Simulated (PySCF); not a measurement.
Level of theory: PBE-D3(BJ)/def2-TZVP // B3LYP-D3(BJ)/def2-SVP (PySCF). Isolated molecules, 0 K electronic values unless said otherwise. 

Reference species (SMILES): `N` (neutral, multiplicity 1).

| Property | Value |
|---|---|
| HOMO–LUMO gap | 6.26 eV |
| dipole moment | 1.75 D |

Changed species: `C#N` (free base NCH; the reference has free base NH3).

### Question
What does the change do to the HOMO–LUMO gap and dipole moment?

### Answer
the HOMO–LUMO gap rises by 1.79 eV, to 8.05 eV; the dipole moment increases by 1.19 D, to 2.94 D.
